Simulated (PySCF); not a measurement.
**Dipole moment and polarisability across levels of theory**

C₅H₁₁N.
Atom-mapped SMILES: `[CH3:1][CH2:2]/[C:3]([CH3:4])=[N:5]\[CH3:6]` (hydrogens: H7, H8, H9 on C1; H10, H11 on C2; H12, H13, H14 on C4; H15, H16, H17 on C6)

Structure used (PBE0-D3(BJ)/def2-SVP), in Å, numbered top down from 1:
```
atom  x, y, z in Å
C1    -0.4919    1.7151   -0.2419
C2    -0.3991    0.5037    0.6834
C3    -0.2352   -0.7923   -0.0872
C4    -1.5113   -1.5126   -0.4162
N5     0.8591   -1.2917   -0.5012
C6     2.1254   -0.6665   -0.2592
H7    -1.3221    1.6107   -0.9576
H8    -0.6580    2.6409    0.3293
H9     0.4319    1.8402   -0.8270
H10    0.4358    0.6377    1.3887
H11   -1.3125    0.4364    1.2954
H12   -1.2963   -2.3859   -1.0443
H13   -2.0207   -1.8412    0.5051
H14   -2.2130   -0.8456   -0.9448
H15    2.5656   -0.3625   -1.2242
H16    2.8195   -1.4094    0.1671
H17    2.1229    0.2203    0.4024
```

PySCF, dipoles from the SCF density, polarisabilities from static response with core orbitals frozen. Isolated species at its PBE0-D3(BJ)/def2-SVP geometry (one conformer only).

The anisotropy is √(½[(α1 − α2)² + (α2 − α3)² + (α3 − α1)²]).

```json
{"level": "LDA/def2-SVPD", "μ (D)": "1.893", "α (Å³)": "11.23", "anisotropy (Å³)": "3.64"}
{"level": "PBE/def2-SVPD", "μ (D)": "1.841", "α (Å³)": "11.06", "anisotropy (Å³)": "3.61"}
{"level": "B3LYP/def2-SVPD", "μ (D)": "1.927", "α (Å³)": "10.72", "anisotropy (Å³)": "3.44"}
{"level": "PBE0/def2-SVPD", "μ (D)": "1.929", "α (Å³)": "10.62", "anisotropy (Å³)": "3.41"}
{"level": "BHandHLYP/def2-SVPD", "μ (D)": "2.020", "α (Å³)": "10.34", "anisotropy (Å³)": "3.30"}
{"level": "CAM-B3LYP/def2-SVPD", "μ (D)": "1.990", "α (Å³)": "10.53", "anisotropy (Å³)": "3.31"}
{"level": "wB97X-D/def2-SVPD", "μ (D)": "1.988", "α (Å³)": "10.53", "anisotropy (Å³)": "3.29"}
{"level": "LC-wPBE/def2-SVPD", "μ (D)": "2.016", "α (Å³)": "10.24", "anisotropy (Å³)": "3.17"}
{"level": "HF/def2-SVPD", "μ (D)": "2.152", "α (Å³)": "9.99", "anisotropy (Å³)": "3.23"}
{"level": "PBE0/6-31G*", "μ (D)": "1.790", "α (Å³)": "8.97", "anisotropy (Å³)": "3.49"}
{"level": "PBE0/6-31+G*", "μ (D)": "2.007", "α (Å³)": "10.00", "anisotropy (Å³)": "3.49"}
{"level": "PBE0/def2-SVP", "μ (D)": "1.811", "α (Å³)": "9.29", "anisotropy (Å³)": "3.43"}
{"level": "PBE0/aug-cc-pVDZ", "μ (D)": "1.927", "α (Å³)": "10.90", "anisotropy (Å³)": "3.48"}
{"level": "PBE0/def2-TZVP", "μ (D)": "1.870", "α (Å³)": "10.40", "anisotropy (Å³)": "3.49"}
```

The dipole runs from 1.79 D (PBE0/6-31G*) to 2.15 D (HF/def2-SVPD). No reference polarisability is at hand; against PBE0 in the largest diffuse basis at hand (aug-cc-pVDZ) the other PBE0 rows deviate by 6-31G* -18%, 6-31+G* -8%, def2-SVP -15%, def2-SVPD -3%, def2-TZVP -5%. In one basis (def2-SVPD) the functionals order the polarisability from HF (lowest) to LDA (highest), a spread of 12%. With PBE0 the polarisability is 9.55 Å³ without diffuse functions (mean of 6-31G*, def2-SVP and def2-TZVP) and 10.51 Å³ with them (mean of 6-31+G*, def2-SVPD and aug-cc-pVDZ).
